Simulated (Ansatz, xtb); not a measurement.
AlBHSi+: which of two structures lies lower

Structure X: a triplet given by its coordinates. Structure Y: a triplet given by its coordinates. Both are gas-phase species (loosely bound parts included), relaxed with B3LYP-D3(BJ)/def2-SVP.

X (Å):

```yaml
atoms:
  - { symbol: Al, position_ang: [0.0000, 0.0000, -3.4625] }
  - { symbol: B, position_ang: [0.0000, 0.0000, 1.3813] }
  - { symbol: Si, position_ang: [0.0000, 0.0000, -0.4903] }
  - { symbol: H, position_ang: [0.0000, 0.0000, 2.5715] }
```

Close contacts (Å): Al1–Si3 2.97, B2–Si3 1.87, B2–H4 1.19.

Y (Å):

```xyz
4

Al   -2.3338   -4.9602   -1.6283
B    -2.3006   -2.4141   -0.6849
Si   -3.3528   -2.6877   -2.2485
H    -1.6871   -2.0869    0.2858
```

Close contacts (Å): Al1–Si3 2.57, B2–Si3 1.90, B2–H4 1.19.

Question: Estimate which is lower in electronic energy at CCSD(T)/def2-TZVPP, and by roughly how much.

Answer: The CCSD(T)/def2-TZVPP calculation puts structure Y lower, by 0.178 eV.

The same difference at several levels:

```csv
level,geometry,E(Y) − E(X) (eV),departure from the last row (eV),"job, with rough time for the two"
B3LYP-D3(BJ)/def2-SVP,B3LYP-D3(BJ)/def2-SVP,−0.072,+0.106,"optimisation, 30 s"
HF/def2-TZVPP,B3LYP-D3(BJ)/def2-SVP,+0.190,+0.368,part of the CCSD(T) run
MP2/def2-TZVPP,B3LYP-D3(BJ)/def2-SVP,−0.204,−0.026,part of the CCSD(T) run
CCSD(T)/def2-TZVPP,B3LYP-D3(BJ)/def2-SVP,−0.178,,"single point, 35 s"
```

HF/def2-TZVPP puts the two in the other order. The largest departure from CCSD(T)/def2-TZVPP is that of HF/def2-TZVPP, 0.368 eV. Levels run at GFN2-xTB geometries aren't shown. The triplet state of X needn't be its ground state. The triplet state of Y needn't be its ground state.

With harmonic frequencies from B3LYP-D3(BJ)/def2-SVP (ideal gas, rigid rotor, one conformer each, 1000 K, 1 atm): the zero-point term adds −0.001 eV; ΔH is −0.224 and ΔG −0.164 eV.

Open shells are spin-unrestricted. The correlated steps freeze 11 core orbitals. Programs: Ansatz 0.2.0; the last row on 1 thread of Intel(R) Xeon(R) 6975P-C (Granite Rapids) on a shared host.
